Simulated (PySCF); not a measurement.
HPO3, optimised at B3LYP/6-31G*:

```xyz
5

O      0.1391     0.2758    -1.6575
P      0.3796    -0.2736    -0.1678
O     -0.3242    -1.5386     0.0773
O      1.2499     0.5926     0.6480
H      0.6157     1.1150    -1.7956
```

Energies from PySCF (xtb for GFN2), thermal terms from the rigid-rotor harmonic-oscillator model, ideal gas at 1 bar. 6-31G* has spherical d functions here. All species are closed-shell singlets. B3LYP is the form with VWN-RPA correlation. HPO3: computed as isolated molecules; such fragments, hydroxides, amides, oligomers or adducts are transient or little studied in the gas.

### Question
List the harmonic frequencies (cm⁻¹, unscaled) at this level and at the other levels, each on its own geometry.

### Answer
- B3LYP/6-31G*: 386, 404, 436, 500, 879, 1068, 1173, 1454, 3711
- GFN2-xTB: 358, 360, 417, 540, 791, 859, 1171, 1431, 3546
- HF/6-31G*: 437, 485, 503, 576, 1004, 1152, 1318, 1616, 4039
- PBE/def2-SVP: 369, 392, 408, 490, 841, 996, 1124, 1399, 3662
- PBE0/def2-TZVP: 406, 441, 451, 528, 930, 1041, 1218, 1495, 3818
